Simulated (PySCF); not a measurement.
# Stretching Na₂

Set-up: Na def2-SVPD; no relativity (PySCF 2.14). Energies in eV from Na + Na in their ground configurations at the same level. All curves are PBE0. state 1: ¹Σg⁺ (singlet), closed shell; state 2: triplet, unpaired electrons σ ↑↑, a second solution, started from another occupation; state 3: ³Πu (triplet), unpaired electrons σ ↑, π ↑, a second solution, started from another occupation.

```csv
R (Å),state 1,state 2,state 3
2.683,-0.5728,0.6456,1.0233
2.808,-0.6433,0.5073,0.9552
2.933,-0.6859,0.3935,0.9123
3.026,-0.7023,0.3221,0.8941
3.120,-0.7075,0.2612,0.8863
3.214,-0.7030,0.2096,0.8873
3.338,-0.6849,0.1532,0.9001
3.494,-0.6469,0.0989,0.9307
3.682,-0.5853,0.0522,0.9829
3.931,-0.4866,0.0125,1.0696
```

Problem. Put a parabola through the three lowest points of the state 1 curve and estimate Re, k and ωe (reduced mass 11.49 u; 1 eV/Å² = 0.16022 mdyn/Å; ωe = 1302.8·√(k/μ) cm⁻¹).

Solution. Through R = 3.026, 3.12, 3.214 Å the second-order coefficient is 0.549 eV/Å², so Re ≈ 3.123 Å, k ≈ 0.176 mdyn/Å and ωe ≈ 161 cm⁻¹. A polynomial fit of higher order to the unrounded PBE0 energies gives Re = 3.121 Å, k = 0.175 mdyn/Å, ωe = 161 cm⁻¹; anharmonicity and rounding make the difference.

The higher-order fit for each curve: state 1: Re = 3.121 Å, ωe = 161 cm⁻¹, De = 0.71 eV; state 3: Re = 3.155 Å, ωe = 150 cm⁻¹, minimum 0.89 eV above the ground-state fragments. State 2 gave no clean fit.

Closed-shell solutions of metal pairs were not tested for spin polarisation, which can lower them a little.
